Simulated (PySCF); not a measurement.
# Electronic absorption of 4-cyano-1-butyne

Species: 4-cyano-1-butyne, C5H5N.
SMILES: `C#CCCC#N`

The calculation used TDDFT CAM-B3LYP/def2-SVPD, vertical, gas phase, core orbitals frozen in the response in PySCF. Isolated species at its PBE0-D3(BJ)/def2-SVP geometry (one conformer only). Torsions of this conformer, `[CH:1]#[C:2][CH2:3][CH2:4][C:5]#[N:6]`: C2–C3–C4–C5 180°.

**Question.** Predict the UV-vis stick spectrum at this level.

**Answer.** 

| state | λ (nm) | E (eV) | f | \|μ\| (D) | symmetry | main configurations (H = HOMO, L = LUMO) |
| --- | --- | --- | --- | --- | --- | --- |
| S1 | 191.4 | 6.48 | 0.0001 | 0.06 | – | H→L+1 (46%), H→L+6 (17%), H-1→L+2 (13%) |
| S2 | 183.0 | 6.77 | 0.0020 | 0.28 | – | H→L+2 (34%), H-1→L+1 (29%), H→L+5 (11%) |
| S3 | 182.0 | 6.81 | 0.0003 | 0.11 | – | H-1→L+2 (56%), H-1→L+5 (18%), H→L+1 (11%) |
| S4 | 164.2 | 7.55 | 0.030 | 1.03 | A″ | H→L (76%), H→L+1 (15%) |
| S5 | 162.7 | 7.62 | 0.0002 | 0.09 | – | H-2→L+1 (32%), H-2→L+6 (20%), H-3→L+2 (12%) |
| S6 | 162.5 | 7.63 | 0.030 | 1.02 | A′ | H-1→L (76%), H-1→L+1 (13%) |
| S7 | 154.9 | 8.01 | 0.018 | 0.77 | A′ | H-2→L+2 (25%), H-3→L+1 (20%), H-2→L+5 (16%) |
| S8 | 154.8 | 8.01 | 0.0015 | 0.22 | – | H-3→L+2 (37%), H-3→L+5 (22%), H-2→L+1 (11%) |
| S9 | 144.3 | 8.59 | 0.015 | 0.67 | A″ | H→L+3 (42%), H→L+4 (40%), H→L+7 (8%) |
| S10 | 143.3 | 8.65 | 0.040 | 1.10 | A′ | H-1→L+3 (41%), H-1→L+4 (27%), H-1→L+1 (9%) |

Triplets, Tamm–Dancoff:

```csv
state,E (eV),λ (nm),"main configurations (H = HOMO, L = LUMO)"
T1,5.34,232.1,"H→L+2 (28%), H-1→L+1 (27%), H-1→L+6 (13%)"
T2,5.84,212.2,"H→L+1 (34%), H-1→L+2 (22%), H→L+6 (15%)"
T3,5.86,211.5,"H→L+2 (33%), H-1→L+1 (26%), H→L+5 (14%)"
T4,6.29,197.2,"H-2→L+2 (20%), H-3→L+1 (20%), H-2→L+5 (17%)"
```

The lowest singlet comes at 191 nm (625 kJ/mol) in the vacuum ultraviolet; it is dark (f under 0.0005); its leading configuration is HOMO→LUMO+1 (46%). The most intense listed level is S10 at 8.65 eV (143 nm, f = 0.040), 2.18 eV above S1. It is the last of those listed, so stronger ones may follow. S5/S6 and S7/S8 lie within about 0.01 eV of each other in each set. Löwdin shares by element: HOMO carbon 90% or more; LUMO carbon 58% or more (atoms not listed hold the other 42%). The listed states span 2.18 eV, and the widest gap between neighbours is 0.74 eV (S3 to S4). Weighted by f, the mean energy of these states is 8.05 eV. Of the 10 states listed, 5 reach f = 0.01 and 3 stay under 0.0005. All these states lie below the vertical ionisation energy of 10.75 eV (ΔSCF). Symmetry labels in Cs follow from the direction of the transition dipole and are given only for states with f of 0.002 or more. Singlets were solved by full linear response, triplets in the Tamm–Dancoff approximation.

Hardware: an x86-64 server with one thread, on a shared host. Cost: 50 s.
